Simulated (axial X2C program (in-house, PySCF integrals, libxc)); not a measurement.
# Bond lengths and stretching modes, held linear, of AlOH⁺

Calculated with an axial X2C code built on PySCF integrals: two-component X2C with atomic mean-field Coulomb and Gaunt terms, Gaussian nuclei, basis Al dyall-v3z, O dyall-av3z, H dyall-v3z with contracted cores. Spin-free rows use the one-electron spin-free X2C Hamiltonian.

Masses Al 26.982, O 15.995, H 1.008 u. States: 2c Ω = 1/2 (beyond evenly filled blocks: ω = 1/2); spin-free M_S = 1/2, Λ = 0 (beyond evenly filled blocks: σα).

MP2, spin-free: energies above the lowest point

```json
{"r(Al–O) (Å)": "1.5610", "r(O–H) (Å)": "0.9321", "E (meV)": "72.26"}
{"r(Al–O) (Å)": "1.5610", "r(O–H) (Å)": "0.9560", "E (meV)": "54.96"}
{"r(Al–O) (Å)": "1.5610", "r(O–H) (Å)": "0.9799", "E (meV)": "68.68"}
{"r(Al–O) (Å)": "1.6010", "r(O–H) (Å)": "0.9321", "E (meV)": "17.96"}
{"r(Al–O) (Å)": "1.6010", "r(O–H) (Å)": "0.9560", "E (meV)": "0.00"}
{"r(Al–O) (Å)": "1.6010", "r(O–H) (Å)": "0.9799", "E (meV)": "13.09"}
{"r(Al–O) (Å)": "1.6010", "r(O–H) (Å)": "1.0038", "E (meV)": "52.47"}
{"r(Al–O) (Å)": "1.6410", "r(O–H) (Å)": "0.9321", "E (meV)": "34.54"}
{"r(Al–O) (Å)": "1.6410", "r(O–H) (Å)": "0.9560", "E (meV)": "15.90"}
{"r(Al–O) (Å)": "1.6410", "r(O–H) (Å)": "0.9799", "E (meV)": "28.32"}
{"r(Al–O) (Å)": "1.6811", "r(O–H) (Å)": "0.9560", "E (meV)": "89.50"}
{"r(Al–O) (Å)": "1.6811", "r(O–H) (Å)": "1.0038", "E (meV)": "139.28"}
```

Fit a quadratic surface with cubic terms in each bond: where is the minimum, and what are the two stretching wavenumbers?

At MP2, spin-free: bonds 1.611 and 0.957 Å; harmonic stretches 1046.2 and 3939.6 cm⁻¹; force constants 6.76, 8.63 and coupling -0.11 mdyn/Å.

The other levels and Hamiltonians give:

| Hamiltonian | level | r(Al–O) (Å) | r(O–H) (Å) | lower stretch (cm⁻¹) | upper stretch (cm⁻¹) |
| --- | --- | --- | --- | --- | --- |
| 2c | PBE0 | 1.602 | 0.955 | 1054.5 | 3968.4 |
| 2c | HF | 1.588 | 0.937 | 1103.1 | 4199.7 |
| 2c | B3LYP | 1.608 | 0.958 | 1041.4 | 3914.9 |
| 2c | MP2 | 1.611 | 0.957 | 1046.3 | 3939.7 |
| spin-free | PBE0 | 1.602 | 0.955 | 1054.3 | 3968.3 |
| spin-free | HF | 1.587 | 0.937 | 1102.9 | 4199.8 |
| spin-free | B3LYP | 1.607 | 0.958 | 1041.2 | 3914.7 |

Each state is one determinant, the lowest of a limited PBE0 search; the stretches come from a fit to these few points and carry an uncertainty of a few per cent. Other orders of the atoms were not compared. MP2 freezes inner shells (threshold -2 hartree). The molecule was held linear; bending was not examined, so a bent shape may lie lower.
